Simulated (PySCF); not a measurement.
Gas-phase reaction: 2 N + SiH₄ + 2 H + SiH₂Cl₂ = 2 SiH₂ClNH₂

Energies from PySCF (xtb for GFN2), thermal terms from the rigid-rotor harmonic-oscillator model, ideal gas at 1 bar. † marks an energy on the PBE0/def2-TZVP geometry and frequencies; other levels use their own. MP2 freezes the core. Open shells (unrestricted): N (multiplicity 4), H (multiplicity 2); the rest are closed-shell singlets. GFN2 has no spin-polarisation term. B3LYP is the form with VWN-RPA correlation. SiH₂ClNH₂: computed as isolated molecules; such fragments, hydroxides, amides, oligomers or adducts are transient or little studied in the gas. MP2 isn't extrapolated to the basis-set limit; its ΔH°(298 K) is -1428.3 kJ in def2-SVP and -1550.1 kJ in def2-TZVPP. The harmonic model lacks anharmonicity and excited electronic states, which grow with temperature; levels with a mode under 35 cm⁻¹ are left out. Internal rotation in SiH₂ClNH₂ is treated as a harmonic vibration of one conformer, which makes the entropy rough.

```tsv
level	ΔE electronic, kJ	ΔH°(298 K), kJ	ΔS°(298 K), J/K	ΔG°(1000 K), kJ
B3LYP/def2-TZVP†	-1649	-1566	-440	-1113
GFN2-xTB	-2366	-2288	-431	-1845
M06-2X/def2-TZVP†	-1660	-1577	-440	-1125
MP2/def2-TZVPP†	-1633	-1550	-440	-1097
PBE/def2-SVP	-1684	-1604	-440	-1151
PBE0/def2-QZVP†	-1663	-1580	-440	-1127
PBE0/def2-SVP†	-1628	-1545	-440	-1092
PBE0/def2-TZVP	-1648	-1566	-440	-1113
LDA/def2-TZVP†	-1942	-1859	-440	-1406
```
ΔH° is lowest at GFN2-xTB and highest at PBE0/def2-SVP†. No reference value is set beside these.
